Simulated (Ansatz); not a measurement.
# [CH3···H···H], doublet: transfer scan

Starting geometry:

```xyz
6

C    -0.1390    0.0000    0.0000
H    -0.5022    1.0273    0.0000
H    -0.5022   -0.5137    0.8897
H    -0.5022   -0.5137   -0.8897
H     0.9506    0.0000    0.0000
H     2.2130    0.0000    0.0000
```

From there H5 is moved from one fragment to the other while all else, the fragments' distance too, stays fixed; atoms are numbered as listed. Energies are in kJ/mol, counted from the starting geometry at the same level.

Basis cc-pVDZ; Ansatz 0.2.0. Only valence electrons are correlated (noble-gas cores frozen). Prefix R: restricted or restricted open-shell reference; prefix U: unrestricted. Active spaces: valence = (9e, 9o) chosen from the atoms' valence shells.

For open shells CISD is restricted-active-space CI with the open shells as a complete middle space. Runs in a small pair space aren't shown, since their orbitals change along the scan.

Full CI isn't at hand for all of this; RCCSDTQ serves as the reference, and is uncertain by about the last step of the cluster series. The frozen core follows each run's orbitals, which can shift R against U totals by a few meV.

| distance C1-H5 (Å) | RCCSDTQ | error UHF | error CISD | error UCCSD(T) | error UCCSDT | error RCCSDT(Q) | error NEVPT2 (valence space) |
| --- | --- | --- | --- | --- | --- | --- | --- |
| 1.090 | 0.0 | 0.0 | 0.0 | 0.0 | 0.0 | 0.0 | 0.0 |
| 1.164 | 3.3 | 6.8 | 2.3 | 0.1 | 0.0 | 0.0 | 0.2 |
| 1.311 | 26.6 | 17.1 | 7.2 | 0.4 | 0.0 | 0.0 | 0.3 |
| 1.459 | 38.5 | 14.7 | 7.9 | 0.4 | 0.0 | 0.0 | 0.8 |
| 1.607 | 44.3 | 1.8 | 2.5 | 0.2 | -0.1 | 0.0 | 1.9 |

Errors are those of relative energies. In total energy the starting point itself misses RCCSDTQ by: UHF 512.4, CISD 36.0, UCCSD(T) 1.6, UCCSDT 0.4, RCCSDT(Q) 0.0, NEVPT2 (valence space) 76.5 kJ/mol.

Spread of the error over the points with a reference, to 1.607 Å (largest less smallest): RCCSDT(Q) 0.0, UCCSDT 0.1, UCCSD(T) 0.4, NEVPT2 (valence space) 1.9, CISD 7.9, UHF 17.1 kJ/mol.
